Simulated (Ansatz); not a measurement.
Two isomers of C4H2: A = `C#CC#C`, B = `C1=C=CC=1`.

Computed with Ansatz on PBE0-D4/def2-TZVP structures; ΔE is electronic, products minus reactants. CCSD(T)/CBS is the MP2 limit (def2-TZVPP, def2-QZVPP) plus CCSD(T) − MP2 in def2-TZVPP, frozen cores. This one scheme is used for every species. DFT in def2-TZVPP. B3LYP here is the variant with VWN-RPA as its local correlation; programs differ in this.

A:

```xyz
6

C     1.6714    0.6325    0.6046
C     0.6042    0.2287    0.2185
C    -0.6042   -0.2286   -0.2186
C    -1.6714   -0.6325   -0.6046
H     2.6144    0.9893    0.9458
H    -2.6143   -0.9893   -0.9457
```

B:

Z-matrix (Å, degrees):
```
C
C 1 1.421
C 1 1.874 2 50.9
C 1 1.386 2 83.8 3 -40.2
H 1 1.081 2 136.8 3 125.4
H 4 1.081 1 137.6 2 -123.8
```

Which isomer does CCSD(T)/CBS put lower? Give the gap. (An estimate is asked.)

The calculation gave: A, by 72.4 kcal/mol.

Give E(B) − E(A) in kcal/mol with CCSD(T)/def2-SVP, r2SCAN-D4, PBE-D4, PBE0-D4, B3LYP-D4, MP2/def2-TZVPP, B3LYP. (An estimate is asked.)

Computed: CCSD(T)/def2-SVP 73.2, r2SCAN-D4 69.8, PBE-D4 69.3, PBE0-D4 67.9, B3LYP-D4 77.0, MP2/def2-TZVPP 79.6, B3LYP 77.2. None reverses the order clearly.

Does the order hold for the free energy at 298.15 K (harmonic terms from PBE0-D4)? (Best estimate.)

Ansatz gave: Yes: G(B) − G(A) = +70.9 kcal/mol.

Largest T1 diagnostic: 0.027.

From r2SCAN to r2SCAN0 (25 % exact exchange), in def2-TZVPP and without D4, E(B) − E(A) moves by −1.3 kcal/mol. In def2-TZVPP, CCSD(T) changes the Hartree–Fock value by +1.9 kcal/mol (the triples alone add −1.1 kcal/mol) and MP2 by +9.6 kcal/mol.
